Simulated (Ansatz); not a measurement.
Reaction (SMILES): ClCl (Cl2) → Cl2+ (doublet, bonded as ClCl) + e-
B3LYP-D3(BJ)/def2-TZVP geometries, fixed; electronic energies without zero-point terms.

Basis-set convergence of the adiabatic ionisation energy at PBE0 with Ansatz (a first-principles code). Cartesian d functions, on some or all atoms, in 6-31G**, 6-311+G**; all else is spherical. The program fits the integrals of some runs and decomposes those of others, by size. Open shells are unrestricted. No added dispersion term, no relativity. Functions are those of the species that has most. Reference: the value in aug-cc-pV(5+d)Z, 11.296 eV, itself unsure by roughly 0.003 eV (its mean distance from pcseg-4, aug-pcseg-3, aug-cc-pV(Q+d)Z). Deviations are taken from unrounded values.

```tsv
basis	functions	adiabatic ionisation energy (eV)	minus reference (eV)
STO-3G	18	11.540	0.244
6-31G	26	12.196	0.900
def2-SVP	36	11.497	0.201
6-31G**	38	11.521	0.225
def2-SVPD	54	11.639	0.342
6-311+G**	62	11.531	0.235
aug-cc-pV(D+d)Z	64	11.412	0.116
pcseg-2	68	11.373	0.077
6-311++G(2d,2p)	70	11.407	0.111
def2-TZVP	74	11.302	0.006
def2-TZVPP	84	11.301	0.005
jun-cc-pV(T+d)Z	96	11.317	0.021
def2-TZVPPD	102	11.317	0.021
cc-pV(Q+d)Z	128	11.296	0.000
pcseg-3	128	11.293	-0.003
aug-pcseg-3	178	11.294	-0.002
cc-pV(5+d)Z	200	11.294	-0.002
aug-cc-pV(5+d)Z	272	11.296	0.000
```
